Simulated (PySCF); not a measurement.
Structure with atom numbers: `[CH3:1][CH2:2][CH2:3][C:4](=[O:5])[OH:6]`. Hydrogens are named by the atom that carries them.

GIAO shifts from PySCF on PBE0-D3(BJ)/def2-TZVP geometries (one conformer, non-relativistic, equivalent nuclei averaged), against TMS at the same level and in the same medium; PCM means IEF-PCM chloroform.

Measured (solution, not stated per compound (mostly CDCl3 or CCl4); Pretsch, Buehlmann, Badertscher, Structure Determination of Organic Compounds, 4th ed. (2009)): C3 36.2, C2 18.7, C1 13.7, H(C3) 2.31, H(C2) 1.68, H(C1) 1.00 ppm.

Which unscaled values do B97-2/pcSseg-2, gas; WP04/pcSseg-2, PCM; wB97X-D/pcSseg-2, PCM give, and how close are they?

## Answers


| atoms | measured | B97-2/pcSseg-2, gas | WP04/pcSseg-2, PCM | wB97X-D/pcSseg-2, PCM |
| --- | --- | --- | --- | --- |
| C3 | 36.2 | 37.5 | 39.8 | 38.9 |
| C2 | 18.7 | 22.0 | 24.5 | 21.7 |
| C1 | 13.7 | 16.2 | 17.2 | 15.7 |
| H(C3) | 2.31 | 2.32 | 2.47 | 2.46 |
| H(C2) | 1.68 | 1.63 | 1.59 | 1.54 |
| H(C1) | 1.00 | 0.95 | 0.96 | 0.95 |

Mean absolute error for $^{13}$C: B97-2/pcSseg-2, gas 2.4, WP04/pcSseg-2, PCM 4.3, wB97X-D/pcSseg-2, PCM 2.6 ppm.

Mean absolute error for $^{1}$H: B97-2/pcSseg-2, gas 0.04, WP04/pcSseg-2, PCM 0.10, wB97X-D/pcSseg-2, PCM 0.11 ppm.

Hydrogen bonding in solution deshields acid and N–H amide carbonyl carbons by as much as 10 ppm beyond these values.
